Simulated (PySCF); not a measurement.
A species of formula C2H2F2S has this rotational fingerprint, computed with PBE0-D3(BJ)/def2-SVP geometry optimisation, gas phase in PySCF:

```
Rotational constants : A = 6511, B = 3572, C = 3237 MHz
Dipole components    : |μa| = 0.51 D, |μb| = 0.00 D, |μc| = 1.80 D
Inertial defect      : -62.98 u·Å²
κ                    : -0.80
```

Question: Which structure is it? (One computed conformer of each.)
A. `F[C@@H]1S[C@@H]1F`
B. `C1(F)(F)SC1`
C. `[F:1][CH:2]([F:3])[CH:4]=[S:5]` with F1–C2–C4–S5 -122°

Answer: B. It is FC1(F)CS1, an asymmetric top, point group Cs. The candidates at the same level (rigid rotor, commonest isotopes):

```tsv
SMILES	A (MHz)	B (MHz)	C (MHz)	μa (D)	μb (D)	μc (D)	Δ (u·Å²)	point group	rotor
F[C@@H]1S[C@@H]1F	5095	4487	2790	0.52	0.00	2.42	-30.69	Cs	asymmetric top
FC(F)C=S	9286	2206	1907	0.31	0.00	0.05	-18.42	Cs	near-prolate asymmetric top
FC1(F)CS1	6511	3572	3237	0.51	0.00	1.80	-62.98	Cs	asymmetric top
```

`FC(F)C=S` has A 43 % too high; `F[C@@H]1S[C@@H]1F` has B 26 % too high. In the right answer the mirror of this Cs structure is the ac plane, so μb vanishes by symmetry. No structure here is proved a minimum.
